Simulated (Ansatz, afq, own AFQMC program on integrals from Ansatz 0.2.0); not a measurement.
## Where AFQMC and coupled cluster stand for H2F, doublet

| atom | x (Å) | y (Å) | z (Å) |
| --- | --- | --- | --- |
| H | 0.0000 | 0.0000 | -1.0540 |
| H | 0.0000 | 0.0000 | -0.0280 |
| F | 0.0000 | 0.0000 | 1.0820 |

Basis cc-pVTZ. Only valence electrons are correlated. Integrals, coupled cluster, full CI and functionals: Ansatz 0.2.0; the random walks run on the same integrals in our own AFQMC program. The CISD trial takes its coefficients from CCSD amplitudes. Released means that phaseless walkers are propagated on without the constraint, phases kept. Uncertainties: one standard error, sampling alone.

Determinant: UHF, the one that the program's search chose, which needn't be the lowest solution. The geometry is a point of a scan.

No full CI on the walks' own integrals is used here; CCSDT(Q) serves as the reference and is uncertain by about the last step of the cluster series.

The T1 diagnostic is 0.0160, the weight of the determinant in the CISD state is 0.936 and the ⟨S²⟩ of the determinant is 0.783. The size of the correlated space is 9 electrons in 57 orbitals.

```csv
level,correlation energy (eV)
MP2,-7.6409
CCSD,-7.8236
CCSD(T),-8.0303
```

Estimate where AFQMC with the constraint released lies against CCSD(T) on the same integrals.

1.9 ± 0.5 kJ/mol below CCSD(T).

Reference: CCSDT(Q), correlation energy -8.046 eV. The released energy is read at 2.40 1/Eh (meV from the phaseless value at times in 1/Eh: -5 ± 4 at 0.24, -13 ± 3 at 0.51, -15 ± 3 at 0.99, -12 ± 3 at 1.62, -18 ± 6 at 2.40).

```tsv
level	E − E(reference) (kJ/mol)	share of correlation (%)
CCSD(T)	1.5	99.80
CCSDT	1.0	99.87
ph-AFQMC/CISD	1.4 ± 0.3	99.83
released AFQMC	-0.3 ± 0.5	100.04
```

A walk keeps the symmetry of its determinant, which the program's search chose and which needn't be the lowest solution, so a lower state of the same spin and another symmetry isn't excluded. Released energies are given only where the last usable release times agree within the noise; a slower fall can still hide under it.
